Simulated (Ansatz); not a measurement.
Geometry optimisation, RKS PBE0-D4/def2-SVP in Ansatz.

Input file:

```yaml
crystal:
  periodic: [false, false, false]
  atoms:
    - { symbol: B, position_ang: [-0.002831, -0.439645, -0.315356] }
    - { symbol: F, position_ang: [0.348365, 0.244842, 2.077294] }
    - { symbol: H, position_ang: [0.951508, 0.131535, -0.785068] }
    - { symbol: H, position_ang: [-1.083799, 0.095624, -0.408811] }
    - { symbol: Si, position_ang: [0.117329, -2.257999, 0.437215] }
    - { symbol: H, position_ang: [-0.547204, -3.282615, -0.432516] }
    - { symbol: H, position_ang: [1.502336, -2.729451, 0.750342] }
    - { symbol: H, position_ang: [-0.640223, -2.279912, 1.74965] }
    - { symbol: H, position_ang: [-0.161181, -0.466778, 2.384651] }
basis:
  gaussian: { orbitals: def2-SVP }
hamiltonian:
  xc: pbe0
  dispersion: d4
relax:
  f_tol: 0.03
  max_steps: 50
output:
  orbitals: {}
```

Launched with:

```bash
$ ansatz run input.yaml --threads 1 --pin off --max-ram 2048MiB --backend cpu --events-out ev --progress --plain --runs-dir out
```

Where does it end, and by what steps?

It converged. The force dipped under the threshold on the way, but the program's further checks kept it going. After 15 steps the energy has fallen by 0.147 eV; F2 moved furthest, 0.71 Å.

```csv
step,energy less start (eV),largest force component (eV/Å),accepted
0,0.0000,0.682,yes
1,-0.0463,0.284,yes
2,-0.0988,0.339,yes
3,-0.1120,0.102,yes
4,-0.1174,0.043,yes
5,-0.1255,0.235,yes
6,-0.1338,0.224,yes
7,-0.1372,0.390,yes
8,-0.1425,0.186,yes
9,-0.1444,0.057,yes
10,-0.1452,0.030,yes
11,-0.1460,0.030,yes
12,-0.1466,0.087,yes
13,-0.1469,0.063,yes
14,-0.1471,0.040,yes
15,-0.1473,0.030,yes
```

```xyz
9
Properties=species:S:1:pos:R:3
B 0.090 -0.313 -0.058
F -0.217 0.251 1.654
H 1.127 0.261 -0.293
H -0.917 0.080 -0.599
Si 0.172 -2.276 0.450
H -0.873 -3.194 -0.100
H 1.495 -2.972 0.394
H -0.147 -2.206 1.957
H -0.246 -0.615 2.053
```

Whether the end is a true minimum wasn't checked by a vibrational analysis.

Time of the run: 34 s on 1 thread of Intel(R) Xeon(R) Platinum 8488C (Sapphire Rapids) (shared host), peak memory 0.15 GiB.
